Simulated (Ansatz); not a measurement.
System: rutile SnO2. Method: PBE-D3(BJ) in Ansatz (PAW).

Run with plane-wave cutoff 520 eV, 8×8×10 k mesh (along the axes of the cell as run), Fermi–Dirac smearing 0.01 eV, scalar-relativistic PAW data made under PBE.

Shape and atoms are relaxed at each volume.

Pressure at four volumes; x = ln(V/12.371 Å³). One pressure is withheld.

```
V (Å³/atom)        x  P (GPa)
-----------  -------  -------
11.876       -0.0408        ?
12.124       -0.0202     3.79
12.371        0.0000     0.00
12.866        0.0392    -6.25
```

Pass a parabola P(x) through the three rows shown, estimate the bulk modulus and its pressure derivative near zero pressure, and predict the withheld pressure.

Slopes between the rows: (0.00 − (3.79))/(0.0000 − (-0.0202)) = -187.62 and (-6.25 − (0.00))/(0.0392 − (0.0000)) = -159.44 GPa. Their difference over the span 0.0594 is c = 28.18/0.0594 = 474.4 GPa, so P(x) = 3.79 + (-187.62)(x − (-0.0202)) + 474.4 (x − (-0.0202))(x − (0.0000)). At the middle row B = −dP/dx = −[-187.62 + 474.4 × 0.0202] = 178.0 GPa, and B′ = dB/dP = 2c/B = 5.3. At x = -0.0408 the parabola gives 8.05 GPa; the run gives 8.09 GPa. The Birch–Murnaghan fit to the energies at all volumes has B0 = 177 GPa and B′ = 5.4.

Measured, for comparison: bulk modulus 212 GPa (temperature not stated, not corrected to a static lattice, from measured elastic constants; as tabulated in Toher et al. (2017), arXiv:1611.05714). Computed (rounded) less measured: bulk modulus -17 %.

Note: the bulk modulus comes from volumes at which shape and atoms were relaxed.

Spin–orbit coupling is not included.

Ansatz is a first-principles code.
